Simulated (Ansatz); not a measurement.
S$_{2}$ (triplet). The species carries charge 0 and has multiplicity 3.

What are the harmonic wavenumbers in cm⁻¹ at PBE0-D4/def2-TZVP (Ansatz, finite differences of forces, unscaled)? (Best estimate.)

The calculation gave: 752.

Is this a minimum?

Yes, all 1 modes are real.
